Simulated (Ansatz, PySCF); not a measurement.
Process, species as SMILES: [OH] (HO) → [OH+] (triplet) + e-
Geometries: B3LYP-D3(BJ)/def2-TZVP minima from Ansatz (a program for electronic structure).

Quantity: adiabatic ionisation energy (0 K, with B3LYP-D3(BJ) harmonic zero-point energies from PySCF), in eV. Valence correlation only, unless marked. UHF or UKS for open shells. No spin-orbit coupling. Non-relativistic unless marked X2C. FCI takes restricted orbitals. CBS(X,Y): correlation extrapolated as X^-3; Hartree-Fock from the larger set (for Q and 5 zeta extrapolated as (X+1)exp(-9√X)).

```
level                            program  adiabatic ionisation energy (eV)
------------------------  --------------  --------------------------------
PBE/def2-TZVPD                    Ansatz                             13.13
PBE-D4/def2-TZVPD         Ansatz + dftd4                             13.13
revPBE-D3(BJ)/def2-TZVPD  Ansatz + dftd3                             13.05
r2SCAN-D3(BJ)/def2-TZVPD  Ansatz + dftd3                             13.00
```

Q: Predict the CCSD(T)/CBS(cc-pVQZ,cc-pV5Z) result (Ansatz).

A: 13.01 eV, so r2SCAN-D3(BJ)/def2-TZVPD differs from it by -0.01 eV.
